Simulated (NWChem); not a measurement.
System: water (H$_{2}$O); SMILES O

```xyz
3

O      0.0000     0.0000     0.1326
H      0.7626     0.0000    -0.4646
H     -0.7626     0.0000    -0.4646
```
Atoms are numbered in this order, from 1.

All runs: NWChem. Geometry: optimised at B3LYP/6-31G* (spherical d). GIAO values for the isolated, static molecule; σ is the absolute isotropic shielding, δ = σ(reference) − σ with the isolated reference molecule computed at the same levels (1H: tetramethylsilane, 17O: water).

For level PBE0/pcSseg-1:

* **δ H2 (ppm)**: 0.69

**Question.** How do the values read with level KT2/pcSseg-1 instead?

**Answer.** The δ H2 (ppm) comes out as 0.27.
